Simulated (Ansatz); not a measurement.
Species: formaldehyde, CH₂O, charge 0, multiplicity 1. SMILES: C=O
Geometry: optimised at B3LYP-D3(BJ)/def2-TZVP (Ansatz, a program for electronic structure).

Quantity: vertical triplet-singlet gap (E(triplet) - E(singlet); each state is the SCF solution reached for its spin), in kcal/mol. Valence correlation only, unless marked. UHF or UKS for open shells. No spin-orbit coupling. No relativistic terms. CBS marks a two-point X^-3 extrapolation of the correlation energy; Hartree-Fock from the larger set.

```json
[
 {"level": "RI-HF/aug-cc-pVQZ", "program": "Ansatz", "vertical triplet-singlet gap (kcal/mol)": "59.3"}
]
```

Problem. Predict the CCSD(T)/CBS(def2-TZVPPD,def2-QZVPPD) result (Ansatz).

Solution. 84.5 kcal/mol, so RI-HF/aug-cc-pVQZ differs from it by -25.2 kcal/mol.
